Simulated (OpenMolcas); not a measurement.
**Which level was it?**

PH: 2 atoms, total charge 0, spin state triplet. SMILES: `[PH]`. Geometry: relaxed at PBE0-D4/def2-TZVP.

```xyz
2

P     0.0000    0.0000   -0.0146
H     0.0000    0.0000    1.4137
```

A calculation with OpenMolcas 26.06 gave:

```
total energy  : -341.8745 Eh
dipole moment : 0.67 D
HOMO energy   : -6.93 eV
LUMO energy   : -3.21 eV
⟨S²⟩          : 2.005
```

Task: Which of these levels gave the numbers?
A. SVWN5/6-31G* (spherical functions)
B. B3LYP/6-31G* (spherical functions)
C. HF/6-31G* (spherical functions)
D. r2SCAN/6-31G* (spherical functions)

Result: B. The others give -341.2636 Eh (HF/6-31G* (spherical functions)), -340.5665 Eh (SVWN5/6-31G* (spherical functions)), -341.8286 Eh (r2SCAN/6-31G* (spherical functions)).
